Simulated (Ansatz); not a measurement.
# CH₂BNa (SMILES C=[B][Na]): functionals against CCSD(T) at one geometry

The atoms stand at a structure displaced at random from a GFN2-xTB minimum. How far do the functionals agree with CCSD(T) there?

Computed with Ansatz 0.2.0, Gaussian basis. Level: single points in def2-TZVPP.

Correlated methods freeze the cores. The outer core shell of Li, Na, Mg and K is correlated.

## Step 1: The starting structure

SMILES `C=[B][Na]`, 5 atoms, charge 0, spin multiplicity 1.

Atoms are counted from 1 here; the program's logs count them from 0.

Bond lengths: C1–B2 1.380 Å, C1–H4 1.160 Å, C1–H5 1.091 Å, B2–Na3 2.267 Å. Angles: B2–C1–H4 121.7°, B2–C1–H5 123.2°, H4–C1–H5 115.1°, C1–B2–Na3 177.9°.

Coordinates:

```xyz
5
charge 0, multiplicity 1
C    -0.4918    0.5276   -0.3070
B     0.3712   -0.4060    0.2308
Na    1.8455   -1.9163    1.0571
H    -1.4934    0.2169   -0.8017
H    -0.3042    1.6017   -0.2782
```

## Step 2: CCSD(T)/def2-TZVPP

run/in.yaml

```yaml
crystal:
  periodic: [false, false, false]
  atoms:
    - {symbol: C, position_ang: [-0.491800, 0.527600, -0.307000]}
    - {symbol: B, position_ang: [0.371200, -0.406000, 0.230800]}
    - {symbol: Na, position_ang: [1.845500, -1.916300, 1.057100]}
    - {symbol: H, position_ang: [-1.493400, 0.216900, -0.801700]}
    - {symbol: H, position_ang: [-0.304200, 1.601700, -0.278200]}
basis:
  gaussian: {orbitals: def2-TZVPP}
correlation: {method: ccsd_t}
output: {forces: true}
```

No record of the launch command was kept for these runs.

## Step 3: PBE0-D4/def2-TZVPP

run/in.yaml, as its differences from that of step 2:

```diff
@@ -10,3 +10,3 @@
   gaussian: {orbitals: def2-TZVPP}
-correlation: {method: ccsd_t}
-output: {forces: true}
+hamiltonian: {xc: pbe0, dispersion: d4}
+output: {forces: true, orbitals: {seedname: orbitals}}
```

## Step 4: wB97M-V/def2-TZVPP

run/in.yaml, as its differences from that of step 3:

```diff
@@ -10,3 +10,3 @@
   gaussian: {orbitals: def2-TZVPP}
-hamiltonian: {xc: pbe0, dispersion: d4}
-output: {forces: true, orbitals: {seedname: orbitals}}
+hamiltonian: {xc: {name: wB97M-V}}
+output: {forces: true}
```

## Step 5: r2SCAN-D4/def2-TZVPP

run/in.yaml, as its differences from that of step 4:

```diff
@@ -10,3 +10,3 @@
   gaussian: {orbitals: def2-TZVPP}
-hamiltonian: {xc: {name: wB97M-V}}
+hamiltonian: {xc: r2scan, dispersion: d4}
 output: {forces: true}
```

## Step 6: PBE-D4/def2-TZVPP

run/in.yaml, as its differences from that of step 5:

```diff
@@ -10,3 +10,3 @@
   gaussian: {orbitals: def2-TZVPP}
-hamiltonian: {xc: r2scan, dispersion: d4}
+hamiltonian: {xc: pbe, dispersion: d4}
 output: {forces: true}
```

## Step 7: r2SCANh-D4/def2-TZVPP

run/in.yaml, as its differences from that of step 6:

```diff
@@ -10,3 +10,3 @@
   gaussian: {orbitals: def2-TZVPP}
-hamiltonian: {xc: pbe, dispersion: d4}
+hamiltonian: {xc: {name: r2SCANh}, dispersion: d4}
 output: {forces: true}
```

## Step 8: B97M-V/def2-TZVPP

run/in.yaml, as its differences from that of step 7:

```diff
@@ -10,3 +10,3 @@
   gaussian: {orbitals: def2-TZVPP}
-hamiltonian: {xc: {name: r2SCANh}, dispersion: d4}
+hamiltonian: {xc: {name: B97M-V}}
 output: {forces: true}
```

(Steps that only read results are left out.)

What does the calculation give? Wanted: energy less free atoms, CCSD(T)/def2-TZVPP; RMS force component; RMS force error; HOMO and LUMO, PBE0-D4; T1 diagnostic.

The runs gave:

| quantity | value |
| --- | --- |
| energy less free atoms, CCSD(T)/def2-TZVPP | -355.9 kcal/mol |
| RMS force component | 0.796 to 0.950 eV/Å over the methods |
| RMS force error | PBE0-D4 0.236, wB97M-V 0.280, r2SCAN-D4 0.234, PBE-D4 0.208, r2SCANh-D4 0.253, B97M-V 0.258 eV/Å |
| HOMO and LUMO, PBE0-D4 | -5.12 and -1.32 eV |
| T1 diagnostic | 0.012 |

In words: Against CCSD(T) the functionals' energies less atoms differ by -21.5 to -10.5 kcal/mol, PBE-D4 by -21.5 kcal/mol. The reference is not at the basis limit: in triple zeta CCSD(T) underbinds, which counts against methods that bind more; the gaps are no ranking. On forces the order runs from PBE-D4 to wB97M-V. Frozen-core CCSD(T) forces in triple zeta carry basis errors of their own, and this is one geometry, so small gaps rank nothing.
